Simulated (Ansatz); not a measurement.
Saddle point of AlNH$_{4}$, singlet (AlNH₄ ([NH2][AlH2]) → AlH + NH₃ (still joined by a long Al–N bond); bonds formed: N2–H3; bonds broken: Al1–H3; bonds weakened to dative contacts: Al1–N2), PBE0-D4/def2-TZVP structure:

| atom | x (Å) | y (Å) | z (Å) |
| --- | --- | --- | --- |
| Al1 | -0.9176 | 0.5773 | -0.6647 |
| N2 | 0.3544 | -0.5018 | 0.2541 |
| H3 | 0.6734 | 0.0784 | -1.0312 |
| H4 | -1.4597 | 1.6743 | 0.3845 |
| H5 | 0.8232 | -0.3922 | 1.1556 |
| H6 | 0.5264 | -1.4360 | -0.0985 |

Energies are electronic, without zero-point energy. Barriers and step energies count from the start structure reached by relaxing down the imaginary mode; all methods use the PBE0-D4 structures, on which another method's saddle can fall below an end. Computed with Ansatz 0.2.0 (basis: def2-TZVPP, with def2-QZVPP for the basis limit); correlated methods freeze the cores. B3LYP uses VWN-RPA correlation. Extrapolation: Hartree–Fock as exp(−7.88 √X), correlation as X^−2.97.

```csv
method,barrier (kcal/mol),step energy (kcal/mol)
SPW92,59.46,32.88
PBE-D4,62.62,32.41
BLYP-D4,65.64,34.10
r2SCAN-D4,69.09,38.18
B97M-V,71.72,37.18
PBE0-D4,?,33.71
B3LYP-D4,71.22,35.28
r2SCAN0-D4,73.75,37.68
BHLYP-D4,79.42,36.70
CAM-B3LYP-D4,75.43,37.39
wB97X-V,76.94,37.78
wB97M-V,73.89,34.88
B2PLYP,?,36.77
PBE-QIDH,?,36.52
RPA on PBE,69.45,32.52
HF,91.86,37.30
MP2,75.06,38.50
CCSD,76.04,34.60
CCSD(T),72.33,34.55
```

Problem. Fill in the withheld barriers. (Judge from chemistry; the value comes from the calculation.)

Solution. The calculation gives: PBE-QIDH 75.25; PBE0-D4 69.65; B2PLYP 73.13 kcal/mol. Each is the energy of the saddle less that of the start structure, by the same method.

For comparison, the barrier by CCSD(T) at an estimated basis limit (MP2 extrapolated from triple and quadruple zeta, plus CCSD(T) − MP2 in triple zeta) is 72.69 kcal/mol.

The T1 diagnostic stays at or below 0.020. The restricted Hartree–Fock reference is unstable towards an unrestricted one at one or more of these structures. A large double-excitation amplitude points to some diradical character; no triplet was computed.

Labels in which every atom is bracketed show which atoms are joined, not bond orders.

For scale, one of the runs: CCSD(T)/def2-TZVPP, 129 basis functions, launched by `ansatz run in.yaml --threads 2 --pin off --events-out ev --progress --plain --max-ram 4352MiB`. Hardware: 2 CPU threads of an Arm Neoverse V2, shared host. Wall time about 3.6 s.
